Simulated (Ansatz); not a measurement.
# P₂H (quartet): the correlation ladder, def2-TZVPP

An exercise on one series of results from a longer session: the logs are not shown, and one member is left open.

Method: def2-TZVPP, core rule «outside noble gas», up to 10 orbitals frozen; program: Ansatz 0.2.0, Gaussian basis.

To be run: UHF; ROHF; CCSD(T) on UHF.

2 further runs of the same task are left out: 2 set aside as unsound or not needed.

## The system

The geometry is a PBE0/def2-TZVP stationary point (not a proven minimum) of the parent state, kept for this charge and spin.

3 atoms, charge 0, spin multiplicity 4.

Atoms are counted from 1 here; the program's logs count them from 0.

Bond lengths: P1–P2 1.991 Å, P1–H3 1.433 Å. Angles: P2–P1–H3 97.2°.

Set-up of the first run:

Input file in.yaml:

```yaml
crystal:
  periodic: [false, false, false]
  atoms:
    - {symbol: P, position_ang: [0.000000, -0.076741, 0.973875]}
    - {symbol: P, position_ang: [0.000000, 0.033358, -1.013963]}
    - {symbol: H, position_ang: [0.000000, 1.333150, 1.231888]}
basis:
  gaussian: {orbitals: def2-TZVPP}
magnetization: {spin_polarized: true, initial_magnetization: 3}
hamiltonian: {xc: hf}
output: {orbitals: {seedname: orbitals}}
```

Command:

```bash
> ansatz run in.yaml --threads 1 --pin off --events-out ev --progress --plain --max-ram 4096MiB --backend cpu
```

Steps of the session up to this table: UHF; ROHF; CCSD(T) on UHF.

One of the session's tables, all rows but one given; the rest of the session is left out.

It belongs to the step «Misses and costs». 

| method | from UCCSD(T) (meV) |
| --- | --- |
| ROHF | +7802.4 |
| UHF | +7460.5 |
| UMP2 | +1404.2 |
| UCCSD | ? |
| UCCSD(T) | 0 |

**Question.** Estimate the row for UCCSD.

As computed: from UCCSD(T) (meV): +325.5. In the column «from UCCSD(T) (meV)» it lies between UCCSD(T) (0) and UMP2 (+1404.2).
